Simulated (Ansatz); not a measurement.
# AlFH4Si: up Jacob's ladder to CCSD(T)

The task here is to estimate one member of a computed series from the others.

Program: Ansatz 0.2.0, Gaussian basis. Level of theory: functionals in def2-TZVPP, the program's frozen cores in correlated methods. These are calculated values, not measurements.

Levels to be run: LDA (SPW92), PBE-D4, revPBE-D4, BLYP-D4, r2SCAN-D4, B97M-V, PBE0-D4, B3LYP-D4, r2SCANh-D4, r2SCAN0-D4, HSE06-D4, BHLYP-D4, CAM-B3LYP-D4, LC-ωPBE, ωB97X-V, ωB97M-V, B2PLYP, PBE-QIDH; CCSD(T)/def2-SVP; CCSD(T)/def2-TZVPP; MP2/def2-QZVPP; extrapolation to the limit; RPA on PBE.

## Structure used throughout

An earlier PBE0-D4 in a triple-zeta def2 set relaxation fixed the geometry.

SMILES `F[SiH2][AlH2]`, 7 atoms, charge 0, spin multiplicity 1.

Atoms are counted from 1 here; the program's logs count them from 0.

Bond lengths: F1–Si2 1.613 Å, Si2–Al3 2.468 Å, Si2–H4 1.492 Å, Si2–H5 1.492 Å, Al3–H6 1.587 Å, Al3–H7 1.589 Å. Angles: F1–Si2–Al3 111.5°, F1–Si2–H4 107.0°, F1–Si2–H5 107.0°, Al3–Si2–H4 112.3°, Al3–Si2–H5 112.2°, H4–Si2–H5 106.5°, Si2–Al3–H6 121.9°, Si2–Al3–H7 118.2°, H6–Al3–H7 119.9°.

The first run:

Contents of in.yaml:

```yaml
crystal:
  periodic: [false, false, false]
  atoms:
    - {symbol: F, position_ang: [-2.194578, 0.145068, 0.051040]}
    - {symbol: Si, position_ang: [-0.786483, -0.244198, -0.632679]}
    - {symbol: Al, position_ang: [1.116771, 0.304900, 0.839507]}
    - {symbol: H, position_ang: [-0.847869, -1.699066, -0.958097]}
    - {symbol: H, position_ang: [-0.719953, 0.480172, -1.935465]}
    - {symbol: H, position_ang: [0.909301, 0.963926, 2.267669]}
    - {symbol: H, position_ang: [2.584111, -0.018901, 0.322324]}
basis:
  gaussian: {orbitals: def2-TZVPP}
hamiltonian: {xc: lda}
output: {orbitals: {seedname: orbitals}}
```

Run with:

```
> ansatz run in.yaml --threads 2 --pin off --events-out ev --progress --plain --max-ram 4352MiB
```

Steps of the session up to this table: LDA; PBE-D4 (GGA); revPBE-D4 (GGA); BLYP-D4 (GGA); r2SCAN-D4 (meta-GGA); B97M-V (meta-GGA); B3LYP-D4 (hybrid); r2SCANh-D4 (hybrid); r2SCAN0-D4 (hybrid); HSE06-D4 (hybrid); BHLYP-D4 (hybrid); CAM-B3LYP-D4 (range-separated); LC-ωPBE (range-separated); ωB97X-V (range-separated); ωB97M-V (range-separated); B2PLYP (double hybrid); PBE-QIDH (double hybrid).

One table of the session follows, with a row left open; its other results are not shown here.

It belongs to the step «Orbital energies across the functionals». 

```
  functional  HOMO (eV)  LUMO (eV)  gap (eV)
 LDA (SPW92)      -6.59      -3.24      3.35
      PBE-D4      -6.52      -3.03      3.49
   revPBE-D4      -6.48      -2.93      3.56
     BLYP-D4      -6.40      -2.90      3.50
   r2SCAN-D4      -6.78      -2.77      4.01
      B97M-V      -6.86      -3.01      3.85
     PBE0-D4      -7.65      -2.27      5.38
    B3LYP-D4      -7.47      -2.46      5.01
  r2SCANh-D4      -7.19      -2.51      4.68
  r2SCAN0-D4          ?          ?         ?
    HSE06-D4      -7.26      -2.64      4.62
    BHLYP-D4      -8.70      -1.49      7.22
CAM-B3LYP-D4      -8.94      -1.31      7.62
     LC-ωPBE     -10.23      -0.23     10.00
     ωB97X-V      -9.91      -0.34      9.57
     ωB97M-V      -9.65      -0.62      9.03
```

**Question.** Estimate the row for r2SCAN0-D4.

Worked estimate for «HOMO (eV)». Against the share of exact exchange, r2SCAN-D4 (0, -6.78), r2SCANh-D4 (0.1, -7.19) give a slope of -4.10 per unit share; at 0.25 the line stands at -7.80.

The run gave: HOMO (eV): -7.82; LUMO (eV): -2.12; gap (eV): 5.69. In «HOMO (eV)» the line misses by +0.02.
